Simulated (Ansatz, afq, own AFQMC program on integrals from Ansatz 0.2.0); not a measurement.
AFQMC on a folder of integrals that Ansatz 0.2.0 wrote.

```yaml
crystal:
  periodic: [false, false, false]
  atoms:
    - {symbol: Br, position_ang: [-0.460781, 0.000000, 0.000000]}
    - {symbol: H, position_ang: [1.099219, 0.000000, 0.000000]}
    - {symbol: C, position_ang: [2.375219, 0.000000, 0.000000]}
    - {symbol: H, position_ang: [2.375219, -1.080023, 0.000000]}
    - {symbol: H, position_ang: [2.375219, 0.540011, 0.935327]}
    - {symbol: H, position_ang: [2.375219, 0.540012, -0.935327]}
basis:
  gaussian: {orbitals: cc-pVTZ}
magnetization: {spin_polarized: true, initial_magnetization: 1}
correlation: {method: ccsd_t, electrons: outside_noble_gas, hamiltonian_folder: ham}
```

```sh
$ ansatz run in.yaml --threads 1 --pin off --events-out ev --progress --plain --max-ram 16896MiB --backend cuda --devices 0, --max-vram 18GiB
```

Options of the walk:

```
--method phaseless --trial cisd --walkers 600 --populations 10 --least-time 60 --time-step 0.005 --steps-per-block 50 --equilibration-blocks 28 --max-blocks 4000 --target-error 0.00023 --factor-cut 1e-05 --start spin_pure --seed 5573 --release-times 0.24,0.51,0.99,1.5 --release-step 0.03 --release-every 4 --taylor-order 6
```

Times are imaginary, in 1/Eh. The walk had a cap of 168 s. With eight or more populations the least sampling time is a fifth of least-time, and the error comes from their spread. Filled inner d shells are frozen with the cores.

afq prints:

```
orbitals 114  electrons 8 7  factors 693 of 749
reference energy -2612.59708852 Eh
CCSD correlation -0.38928472 Eh in 10 cycles, weight of the determinant in the CISD state 0.8589
energy of the start -2612.983695 Eh
 block  time / (1/Eh)  mean weight  energy / Eh
     1     0.250  0.9995  -2612.978758
     2     0.500  0.9989  -2612.985028
     3     0.750  1.0001  -2612.990098
     4     1.000  1.0008  -2612.993411
     5     1.250  1.0005  -2612.996715
     7     1.750  1.0007  -2613.001853
     9     2.250  0.9997  -2612.999894
    13     3.250  0.9997  -2612.998684
    25     6.250  0.9980  -2613.000379
    37     9.250  1.0003  -2613.003331
    49    12.250  0.9992  -2612.999787
    61    15.250  1.0005  -2613.000146
    73    18.250  1.0007  -2613.002536
    85    21.250  1.0001  -2613.000933
    97    24.250  1.0003  -2613.001966
   109    27.250  1.0000  -2613.000263
   121    30.250  0.9998  -2613.002885
   133    33.250  0.9996  -2613.002011
   145    36.250  1.0001  -2612.999524
   157    39.250  0.9998  -2613.000334
   169    42.250  1.0003  -2613.000829
   181    45.250  1.0002  -2613.002233
   193    48.250  1.0001  -2613.000209
   205    51.250  0.9986  -2613.003019
   217    54.250  1.0004  -2612.999045
   229    57.250  1.0008  -2613.000040
   241    60.250  0.9999  -2613.000606
   253    63.250  0.9997  -2612.999736
   259    64.750  0.9998  -2613.005063
error from the spread of 10 populations
released: time / (1/Eh)  energy / Eh  error  mean overlap
  0.24  -2613.001598  0.000205  0.9976
  0.51  -2613.001740  0.000146  0.9914
  0.99  -2613.002106  0.000288  0.9868
  1.50  -2613.002433  0.000381  0.9690
energy -2613.001471 +/- 0.000254 Eh
(rows thinned)
```

The run passed its tests (sampling time, drift between the halves within three errors, error under three times the target), which doesn't prove that it has relaxed, ending at its cap on processor time.

Against this walk (error 6.9 meV) on the same determinant: CCSD(T) 27.6 meV higher. The error is statistical and leaves out the bias of the constraint. None of these is a sure reference here. The released energies are still falling (meV from the phaseless value at times in 1/Eh: -3 ± 6 at 0.24, -7 ± 4 at 0.51, -17 ± 8 at 0.99, -26 ± 10 at 1.50), so they give no level.

Cautions: constraint bias not in the error; error above the target (6.9 against 6.3 meV); no relativity below Rb; no spin-orbit coupling; inner d shell frozen.

The walk took 2.8 min on 1 × NVIDIA H100 80GB HBM3 with 2 threads of AMD EPYC 7R13 Processor (Zen 3), with other jobs on the host (the card was shared). The log's last line is the phaseless energy.

A walk keeps the symmetry of its determinant, which the program's search chose and which needn't be the lowest solution, so a lower state of the same spin and another symmetry isn't excluded.
